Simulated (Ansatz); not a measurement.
## HB–CH2, singlet in cc-pVTZ: errors against RCCSDT(Q)

Geometry: a PBE0/def2-TZVP stationary point for this spin, not checked as a minimum.

```
atom   x (Å)    y (Å)    z (Å)
   B  0.0000   0.0000   0.7455
   C  0.0000   0.0000  -0.6287
   H  0.0000   0.0000   1.9208
   H  0.0000   0.9159  -1.2126
   H  0.0000  -0.9159  -1.2126
```

Basis cc-pVTZ; Ansatz 0.2.0. Correlated methods freeze the noble-gas cores, which leaves 10 electrons in 100 orbitals. Prefix R: restricted or restricted open-shell reference. Active spaces: valence = (10e, 11o) chosen from the atoms' valence shells.

Full CI isn't at hand for all of this; RCCSDT(Q) serves as the reference, and is uncertain by about the last step of the cluster series.

```
UHF ⟨S²⟩                          : 0.000
T1 diagnostic (RCCSD)             : 0.0139
largest doubles amplitude (RCCSD) : 0.089
```

```
   level  E − E(RHF) (eV)
    RMP2          -7.0564
   RCCSD          -7.7098
RCCSD(T)          -8.0331
```

Q: Estimate how far RCCSDT(Q) in cc-pVTZ lies from RCCSD(T). The table doesn't fix it; the size of (T) and the diagnostics are the guide.

A: RCCSDT(Q) in cc-pVTZ lies 0.79 kcal/mol below RCCSD(T), which is 11 % of the (T) step (-7.46 kcal/mol). The diagnostics are small and one determinant leads, so the series closes fast and only a small part of (T) is left.

The other levels:

```csv
level,E − E(RCCSDT(Q)) (kcal/mol),share of correlation (%),wall time
BCCD(T),0.76,99.59,2.5 s
RCCSDT,0.38,99.80,–
CASSCF (valence space),109.43,41.18,–
NEVPT2 (valence space),22.82,87.73,19 s (H100)
```

The correlation energy at RCCSDT(Q), counted from RHF, is -8.067 eV. That run took 3.8 s on 2 threads of AMD EPYC 7R13 with a shared H100 80 GB, shared host.

Times hold each run's SCF and search for its determinant on a shared host, so for small cases they say little of a method's own cost; rows without a card ran on 1 thread of AMD EPYC 7R13.

Natural occupations of CASSCF (valence space) about the gap: 1.983 1.981 1.971 1.970 1.942 0.058 0.025 0.022 0.022 0.014; effectively unpaired electrons, Σ n²(2−n)², 0.04.

Atomization energy (electronic, same basis, no zero-point term; atoms at the same level, unrestricted beside the R rows where the molecule is a closed shell, with restricted open-shell steps beyond CCSDT(Q)) at RCCSDT(Q): 1743.1 kJ/mol. Errors of other levels:

```
                 level  error (kJ/mol)
                   RHF          -368.4
                  RMP2            21.0
                 RCCSD           -23.3
              RCCSD(T)            -0.9
               BCCD(T)            -0.5
                RCCSDT            -1.5
CASSCF (valence space)          -165.0
NEVPT2 (valence space)           -31.4
```

This basis is far from its limit, so the value isn't to be set against a measured one.
